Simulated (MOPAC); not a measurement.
MOPAC input (MNDO):

```
MNDO PRECISE GNORM=0.05 LET XYZ GEO-OK AUX(PRECISION=9) THREADS=1
C3H6O

O     0.00640950 1    0.00082813 1    1.39432741 1
C     0.00085310 1    0.00011022 1    0.18558322 1
C    -0.00523531 1    1.28535289 1   -0.61238490 1
C    -0.00038784 1   -1.28607943 1   -0.61087992 1
H     0.00270891 1    2.14131370 1    0.05812234 1
H    -0.00216275 1   -2.14124313 1    0.06068828 1
H    -0.88988472 1    1.32626971 1   -1.25304413 1
H     0.86529604 1    1.32407970 1   -1.27214134 1
H     0.87833452 1   -1.32776204 1   -1.25959603 1
H    -0.87694764 1   -1.32558514 1   -1.26255881 1
```

Output:

```
 *******************************************************************************
 **                                                                           **
 **                              MOPAC v23.2.5                                **
 **                                                                           **
 *******************************************************************************
 ** MOPAC's Digital Object Identifier: https://doi.org/10.5281/zenodo.6511958 **
 **                                                                           **
 ** Please cite the open-source release paper for use of this MOPAC version:  **
 ** J. E. Moussa and J. J. P. Stewart (2026)                                  **
 ** MOPAC: An open-source semiempirical molecular orbital program             **
 ** J. Open Source Softw., 11(119), 8025, https://doi.org/10.21105/joss.08025 **
 *******************************************************************************

                              MNDO CALCULATION RESULTS

 *******************************************************************************
 *  MNDO       - The MNDO Hamiltonian to be used
 *  GEO-OK     - OVERRIDE INTERATOMIC DISTANCE AND OTHER SAFETY CHECKS
 *  LET        - OVERRIDE SOME SAFETY CHECKS
 *  PRECISE    - TIGHTER CRITERIA TO BE USED
 *  XYZ        - CARTESIAN COORDINATE SYSTEM TO BE USED
 *  GNORM      - EXIT WHEN GRADIENT NORM DROPS BELOW 0.050
 *  AUX        - OUTPUT AUXILIARY INFORMATION
 *******************************************************************************
MNDO PRECISE GNORM=0.05 LET XYZ GEO-OK AUX(PRECISION=9) THREADS=1
 C3H6O

   ATOM   CHEMICAL          X               Y               Z
  NUMBER   SYMBOL      (ANGSTROMS)     (ANGSTROMS)     (ANGSTROMS)

     1       O          0.00640950  *   0.00082813  *   1.39432741  *
     2       C          0.00085310  *   0.00011022  *   0.18558322  *
     3       C         -0.00523531  *   1.28535289  *  -0.61238490  *
     4       C         -0.00038784  *  -1.28607943  *  -0.61087992  *
     5       H          0.00270891  *   2.14131370  *   0.05812234  *
     6       H         -0.00216275  *  -2.14124313  *   0.06068828  *
     7       H         -0.88988472  *   1.32626971  *  -1.25304413  *
     8       H          0.86529604  *   1.32407970  *  -1.27214134  *
     9       H          0.87833452  *  -1.32776204  *  -1.25959603  *
    10       H         -0.87694764  *  -1.32558514  *  -1.26255881  *

          CARTESIAN COORDINATES

    NO.       ATOM           X           Y           Z

     1         O          0.0064      0.0008      1.3943
     2         C          0.0009      0.0001      0.1856
     3         C         -0.0052      1.2854     -0.6124
     4         C         -0.0004     -1.2861     -0.6109
     5         H          0.0027      2.1413      0.0581
     6         H         -0.0022     -2.1412      0.0607
     7         H         -0.8899      1.3263     -1.2530
     8         H          0.8653      1.3241     -1.2721
     9         H          0.8783     -1.3278     -1.2596
    10         H         -0.8769     -1.3256     -1.2626

  H: (MNDO): M.J.S. DEWAR, W. THIEL, J. AM. CHEM. SOC., 99, 4899, (1977)
  C: (MNDO): M.J.S. DEWAR, W. THIEL, J. AM. CHEM. SOC., 99, 4899, (1977)
  O: (MNDO): M.J.S. DEWAR, W. THIEL, J. AM. CHEM. SOC., 99, 4899, (1977)

           Empirical Formula: C3 H6 O  =    10 atoms

      MOLECULAR POINT GROUP   :   C2v

      RHF CALCULATION, NO. OF DOUBLY OCCUPIED LEVELS = 12

          Geometry optimization using EF

          DIAGONAL MATRIX USED AS START HESSIAN

 CYCLE:     1  GRAD.:    79.433 HEAT: -47.27342
 CYCLE:     2  GRAD.:   456.451 HEAT: -6.310428
 CYCLE:     3  GRAD.:   106.311 HEAT: -42.87229
 CYCLE:     4  GRAD.:   297.917 HEAT: -28.92874
 CYCLE:     5  GRAD.:   341.216 HEAT: -13.31298
 CYCLE:     6  GRAD.:   188.453 HEAT: -41.39148
 CYCLE:     7  GRAD.:    99.687 HEAT: -46.16421
 CYCLE:     8  GRAD.:   373.151 HEAT: -23.92539
 CYCLE:     9  GRAD.:    54.119 HEAT: -48.63646
 CYCLE:    10  GRAD.:    86.162 HEAT: -47.47066
 CYCLE:    11  GRAD.:    94.503 HEAT: -46.87375
 CYCLE:    12  GRAD.:    41.179 HEAT: -48.81652
 CYCLE:    13  GRAD.:    11.645 HEAT: -49.40370
 CYCLE:    14  GRAD.:     2.458 HEAT: -49.44643
 CYCLE:    15  GRAD.:     7.148 HEAT: -49.43615
 CYCLE:    16  GRAD.:     3.584 HEAT: -49.44404
 CYCLE:    17  GRAD.:     2.990 HEAT: -49.44551
 CYCLE:    18  GRAD.:     3.407 HEAT: -49.44572
 CYCLE:    19  GRAD.:     6.485 HEAT: -49.43486
 CYCLE:    20  GRAD.:     0.427 HEAT: -49.44869
 CYCLE:    21  GRAD.:     0.507 HEAT: -49.44865
 CYCLE:    22  GRAD.:     0.448 HEAT: -49.44871
 CYCLE:    23  GRAD.:     0.558 HEAT: -49.44869
 CYCLE:    24  GRAD.:     0.870 HEAT: -49.44855
 CYCLE:    25  GRAD.:     0.163 HEAT: -49.44877
 CYCLE:    26  GRAD.:     0.051 HEAT: -49.44878
 CYCLE:    27  GRAD.:     0.032 HEAT: -49.44878

     GRADIENT =  0.03190 IS LESS THAN CUTOFF =  0.05000

 -------------------------------------------------------------------------------
 MNDO PRECISE GNORM=0.05 LET XYZ GEO-OK AUX(PRECISION=9) THREADS=1
 C3H6O

     GEOMETRY OPTIMISED USING EIGENVECTOR FOLLOWING (EF).
     SCF FIELD WAS ACHIEVED

                              MNDO CALCULATION
                                                       MOPAC v23.2.5 Linux

          FINAL HEAT OF FORMATION =        -49.44878 KCAL/MOL =    -206.89370 KJ/MOL

          COSMO AREA              =        102.31 SQUARE ANGSTROMS
          COSMO VOLUME            =         85.94 CUBIC ANGSTROMS

          GRADIENT NORM           =          0.03190          =       0.01009 PER ATOM
          IONIZATION POTENTIAL    =         10.755634 EV
          HOMO LUMO ENERGIES (EV) =        -10.756  0.657
          NO. OF FILLED LEVELS    =         12
          MOLECULAR WEIGHT        =         58.0798         POINT GROUP:  C2v

          MOLECULAR DIMENSIONS (Angstroms)

            Atom       Atom       Distance
            H     6    H     5     4.39560
            H    10    O     1     2.81879
            H     7    H     9     1.72128

          SCF CALCULATIONS        =         28

   ATOM   CHEMICAL          X               Y               Z
  NUMBER   SYMBOL      (ANGSTROMS)     (ANGSTROMS)     (ANGSTROMS)

     1       O          0.00646644  *   0.00084049  *   1.40848298  *
     2       C          0.00085911  *   0.00010770  *   0.18139715  *
     3       C         -0.00501604  *   1.30379215  *  -0.61414411  *
     4       C         -0.00063554  *  -1.30452784  *  -0.61261250  *
     5       H          0.00374587  *   2.19782795  *   0.04016667  *
     6       H         -0.00336138  *  -2.19777005  *   0.04280743  *
     7       H         -0.91064964  *   1.35994837  *  -1.25140320  *
     8       H          0.88677564  *   1.35674791  *  -1.27085302  *
     9       H          0.89911017  *  -1.36143514  *  -1.25809987  *
    10       H         -0.89842578  *  -1.35825522  *  -1.26104201  *

                             CARTESIAN COORDINATES

   1    O        0.006466444     0.000840491     1.408482980
   2    C        0.000859113     0.000107700     0.181397150
   3    C       -0.005016044     1.303792151    -0.614144109
   4    C       -0.000635542    -1.304527838    -0.612612496
   5    H        0.003745875     2.197827950     0.040166673
   6    H       -0.003361375    -2.197770048     0.042807432
   7    H       -0.910649643     1.359948373    -1.251403199
   8    H        0.886775638     1.356747910    -1.270853023
   9    H        0.899110171    -1.361435142    -1.258099873
  10    H       -0.898425777    -1.358255221    -1.261042010

           Empirical Formula: C3 H6 O  =    10 atoms

      MOLECULAR POINT GROUP   :   C2v

                  EIGENVALUES
 -43.42222 -33.69839 -30.10897 -20.40032 -16.16095 -16.09462 -15.75067 -14.21577
 -13.97843 -13.79255 -13.03008 -10.75563   0.65707   3.39375   3.61670   3.68132
   3.89003   3.92937   4.06066   5.14617   5.44282   7.25809

              NET ATOMIC CHARGES AND DIPOLE CONTRIBUTIONS

  ATOM NO.   TYPE          CHARGE      No. of ELECS.   s-Pop       p-Pop
    1          O          -0.284479        6.2845     1.88588     4.39860
    2          C           0.193827        3.8062     1.25230     2.55387
    3          C          -0.005384        4.0054     1.22300     2.78239
    4          C          -0.005382        4.0054     1.22300     2.78238
    5          H           0.023368        0.9766     0.97663
    6          H           0.023369        0.9766     0.97663
    7          H           0.013757        0.9862     0.98624
    8          H           0.013585        0.9864     0.98642
    9          H           0.013750        0.9862     0.98625
   10          H           0.013590        0.9864     0.98641
 DIPOLE           X         Y         Z       TOTAL
 POINT-CHG.    -0.009    -0.001    -2.046     2.046
 HYBRID        -0.002    -0.000    -0.469     0.469
 SUM           -0.012    -0.002    -2.515     2.515

          ATOMIC ORBITAL ELECTRON POPULATIONS

     Atom    s        px        py        pz
    1  O   1.88588   1.29148   1.91184   1.19528
    2  C   1.25230   0.73854   0.93189   0.88344
    3  C   1.22300   0.93114   0.91809   0.93315
    4  C   1.22300   0.93114   0.91805   0.93319
    5  H   0.97663
    6  H   0.97663
    7  H   0.98624
    8  H   0.98642
    9  H   0.98625
   10  H   0.98641

 **********************
 *                    *
 * JOB ENDED NORMALLY *
 *                    *
 **********************

 == MOPAC DONE ==
```
